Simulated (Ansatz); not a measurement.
Structure relaxation of Br

All numbers below come from DFT r2SCAN, scalar-relativistic, plane waves, PAW (Ansatz 0.2.0). Cutoff 500 eV, Γ-centred k mesh, Gaussian smearing, no spin polarisation in the final step.

The start puts Br on the beta-tin structure type (I4_1/amd, No. 141), at a guessed volume.

```yaml
crystal:
  lattice:
    - [-3.10042, 3.10042, 1.69133]
    - [3.10042, -3.10042, 1.69133]
    - [3.10042, 3.10042, -1.69133]
  atoms:
    - { symbol: Br, position: [0.00000, 0.00000, 0.00000] }
    - { symbol: Br, position: [0.75000, 0.25000, 0.50000] }
```

Cell and atoms relax at zero pressure; the relaxation can't lower the symmetry of the start.

Energies count from the standard state of Br at the same level.

Problem. Which crystal results?

Solution. It keeps I4_1/amd (No. 141). The result has the beta-tin structure. Conventional cell: a = 5.674 Å, c = 3.743 Å. Around Br lie 4 Br at 2.99 Å.

```cif
data_structure
_symmetry_space_group_name_H-M 'I4_1/amd:1'
_symmetry_Int_Tables_number 141
_cell_length_a 5.6737
_cell_length_b 5.6737
_cell_length_c 3.7427
_cell_angle_alpha 90.000
_cell_angle_beta 90.000
_cell_angle_gamma 90.000
_cell_volume 120.48
loop_
_atom_site_label
_atom_site_type_symbol
_atom_site_symmetry_multiplicity
_atom_site_Wyckoff_symbol
_atom_site_fract_x
_atom_site_fract_y
_atom_site_fract_z
_atom_site_occupancy
Br1 Br 4 a 0.00000 0.00000 0.00000 1
```

Problem. What are its volume, energy, density and gap?

Solution. The volume per atom is 30.12 Å³. The density is 4.41 g/cm³, the energy over the standard structure is 0.56 eV/atom and the gap on the 18×18×18 mesh is 0 eV (a metal).

The final run used a 18×18×18 mesh on its 2-atom cell and 0.10 eV smearing. For metals, differences of a few meV/atom aren't resolved. Symmetry constrained the relaxation, so the result can be a saddle point.

This form isn't the element's structure at ambient conditions.